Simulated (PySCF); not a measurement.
Species: ClH2Si(SH), ClH₃SSi.
Z-matrix (Å and degrees, PBE0-D3(BJ)/def2-SVP geometry), rows numbered from 1:
```
S 
Si  1  2.1308
Cl  2  2.0677  1  112.39
H   1  1.3518  2   94.58  3    68.51
H   2  1.4869  1  111.32  3  -119.81
H   2  1.4850  1  105.28  3   118.55
```

Method used: PySCF 2.14.0, density-fitted response routines, TDDFT PBE0/def2-SVPD, vertical, gas phase, core orbitals frozen in the response.

Kohn–Sham orbitals with the atoms that hold most of them (Löwdin shares over 4%, at most four atoms; ? is withheld):

```tsv
orbital	ε (eV)	atoms
HOMO-3	-10.39	S1 39%, Cl3 36%, Si2 16%, H4 5%
HOMO-2	-9.25	Cl3 62%, Si2 15%, S1 11%, H6 10%
HOMO-1	-9.12	?
HOMO	?	S1 77%, Si2 8%, Cl3 7%, H4 6%
LUMO	-0.29	?
LUMO+1	-0.24	S1 37%, Si2 25%, H4 15%, Cl3 11%
LUMO+2	0.17	Si2 33%, S1 29%, Cl3 15%, H5 12%
```

(1) Give the leading atoms of the HOMO-1.

(2) Which atoms hold the LUMO, and with what shares?

(3) What is the HOMO energy, and the HOMO–LUMO gap?

Results:

(1) Cl3 (bonded to Si) 55%; S1 (bonded to Si and H) 19%; Si2 (bonded to Cl, S and 2 H) 14%; H5 (bonded to Si) 11%.

(2) S1 (bonded to Si and H) 32%; Si2 (bonded to Cl, S and 2 H) 24%; Cl3 (bonded to Si) 22%; H5 (bonded to Si) 9%.

(3) ε(HOMO) = -7.97 eV; the gap is 7.69 eV (0.2825 hartree).

Q: How does S1 compare with the orbital gap of 7.69 eV?

A: S1 is at 6.13 eV (f = 0.0013), 1.55 eV below the gap, made of HOMO→LUMO (76%), HOMO→LUMO+1 (13%). Without the coupling terms of the response equations the lowest excitation would equal the gap.

Q: One configuration dominates each of S1, S2 and S7. Which, and how do the shares of the two leading atoms of either orbital change from the occupied to the empty one?

A: 
- S1 (6.13 eV, f 0.0013), HOMO→LUMO (76%): S1 77% → 32%, Si2 8% → 24%
- S2 (6.41 eV, f 0.043), HOMO→LUMO+1 (85%): S1 77% → 37%, Si2 8% → 25%
- S7 (7.69 eV, f 0.033), HOMO-1→LUMO+1 (81%): Cl3 55% → 11%, S1 19% → 37%, Si2 14% → 25%

One conformer stands for the species.
